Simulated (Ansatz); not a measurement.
```yaml
crystal:
  periodic: [false, false, false]
  atoms:
    - {symbol: Ta, position_ang: [0.000000, 0.000000, 0.000000]}
    - {symbol: Ge, position_ang: [0.000000, 0.000000, 2.650000]}
basis:
  gaussian: {orbitals: def2-TZVP}
total_charge: 1
hamiltonian: {xc: pbe0}
relax: {f_tol: 0.004, max_steps: 80}
```

```sh
$ ansatz run in.yaml --threads 1 --pin off --events-out ev --progress --plain --max-ram 2176MiB
```

Steps of the relaxation (energy above the last step; positions in Å, forces in eV/Å):

```
2
step 1, 481.9 meV
Ta    0.000    0.000    0.000    0.000    0.000    2.781
Ge    0.000    0.000    2.650    0.000    0.000   -2.781
```

```
2
step 2, 112.5 meV
Ta    0.000    0.000    0.196    0.000    0.000   -2.249
Ge    0.000    0.000    2.454    0.000    0.000    2.249
```

```
2
step 3, 3.4 meV
Ta    0.000    0.000    0.132    0.000    0.000    0.330
Ge    0.000    0.000    2.518    0.000    0.000   -0.330
```

```
2
step 4, 0.0 meV
Ta    0.000    0.000    0.143    0.000    0.000    0.002
Ge    0.000    0.000    2.507    0.000    0.000   -0.002
```

Close pairs at the end: Ta1–Ge2 2.365 Å.

A stationary point of restricted PBE0 after 4 steps (its stability towards spin polarisation wasn't tested). 24 s on 1 thread of Arm Neoverse V2, shared host.
